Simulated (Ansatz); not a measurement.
We consider bcc La (high-temperature phase), described by r²SCAN in Ansatz (plane waves, PAW).

Run with plane-wave cutoff 500 eV, 24×24×24 k mesh, Fermi–Dirac smearing 0.1 eV, scalar-relativistic PAW data made under PBE.

Computed at the level's own relaxed cell.

Q: Estimate the equilibrium volume per atom and equilibrium lattice constant a that the calculation returns.

A: 
* **equilibrium volume per atom**: 38.39 Å³/atom
* **equilibrium lattice constant a**: 4.250 Å

The run finds no gap.

Note: symmetry holds this phase in the static calculation, where it need not be a minimum; the relaxation could not lower the start's symmetry, so the cell can be a saddle point above a distorted one.

Spin–orbit coupling is not included.

Computed values are for the static lattice.

Computing time: around 2.2 core-minutes (rough).

Ansatz is a program for electronic structure.
